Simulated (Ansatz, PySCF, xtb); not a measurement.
Bonds broken one at a time in the series B F-SiH3. Gas-phase values, no solvent. Strings in code marks are SMILES.

Quantity: homolytic bond dissociation enthalpy at 298 K (no spin–orbit term), in kcal/mol. Enthalpy corrections at 298 K come from GFN2-xTB frequencies (xtb).

Level 1: frozen-core MP2/cc-pVTZ // PBE-D3(BJ)/def2-TZVP (Ansatz, a program for electronic structure)
Level 2: B3LYP/6-31G* // PBE-D3(BJ)/def2-TZVP (PySCF)
Level 3: PBE/6-31G* // PBE-D3(BJ)/def2-TZVP (PySCF)
Level 4: frozen-core MP2/6-31G* // PBE-D3(BJ)/def2-TZVP (PySCF)

```tsv
species	level 2	level 3	level 4
B–Si bond of `FB(F)[SiH3]`, giving `F[B]F` and `[SiH3]`	86.0	86.8	84.2
F–B bond of `FB(F)[SiH3]`, giving `F[B][SiH3]` and `[F]`	168.6	173.4	171.6
F–B bond of `FB(F)F`, giving `F[B]F` and `[F]`	171.1	175.0	172.9
```

Problem. What does level 1 give for each?

Solution. 
- B–Si bond of `FB(F)[SiH3]`, giving `F[B]F` and `[SiH3]`: 85.7
- F–B bond of `FB(F)[SiH3]`, giving `F[B][SiH3]` and `[F]`: 174.8
- F–B bond of `FB(F)F`, giving `F[B]F` and `[F]`: 175.6
